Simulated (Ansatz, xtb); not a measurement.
## H3N2Si+: 4 structures ranked

4 gas-phase structures of H3N2Si+, found in a search over its isomers (lower ones may exist). Each was relaxed with GFN2-xTB:

A. a singlet given by its coordinates
B. `N=[Si]=[NH2+]`, a singlet
C. `[NH3+]N=[Si]`, a singlet
D. `N[NH+]=[Si]`, a singlet

A (Å):

```xyz
6

N     0.3332    1.7149   -0.8865
N     0.5597    2.7564   -1.8345
Si   -1.2415    1.7384   -1.4778
H     1.0675    1.3718   -0.2784
H     1.2158    2.5142   -2.5764
H     0.7970    3.6573   -1.4202
```

Close contacts (Å): N1–N2 1.43, N1–Si3 1.68, N2–Si3 2.10, N1–H4 1.01, N2–H5 1.02, N2–H6 1.02.

Estimate their order in r2SCAN-D4/def2-SVP//GFN2-xTB energy at these geometries, lowest first.

Calculated order at r2SCAN-D4/def2-SVP//GFN2-xTB: A (0.0), C (5.8), B (12.0), D (20.6) kcal/mol.

Energies above the lowest of each column, in kcal/mol; the last columns are at r2SCAN-D4/def2-SVP geometries and were run for some of them only (a dash: not run or not comparable):

| structure | GFN2-xTB | HF/STO-3G | r2SCAN-D4/def2-SVP//GFN2-xTB | r2SCAN-D4/def2-SVP | CCSD(T)/def2-TZVPP |
| --- | --- | --- | --- | --- | --- |
| A | 34.8 | 0.0 | 0.0 | 0.0 | 0.0 |
| C | 35.3 | 33.5 | 5.8 | 5.8 | 6.4 |
| B | 0.0 | 67.3 | 12.0 | 10.2 | 8.0 |
| D | 35.8 | 25.0 | 20.6 | – | – |

CCSD(T)/def2-TZVPP puts A lowest of those it was run on; GFN2-xTB picks B. Flexible structures stand in one conformer each, not always the lowest. Frequencies (r2SCAN-D4/def2-SVP) were run for A, B, C alone. Large T1 diagnostics make some coupled-cluster values less sure.

Over these structures GFN2-xTB departs from r2SCAN-D4/def2-SVP//GFN2-xTB by 15.3 kcal/mol on average once a common shift is removed. A GFN2-xTB relaxation took about 0.19 s and the r2SCAN-D4/def2-SVP//GFN2-xTB energy about 3.2 s on a shared host (Ansatz 0.2.0, xtb 6.7.1).
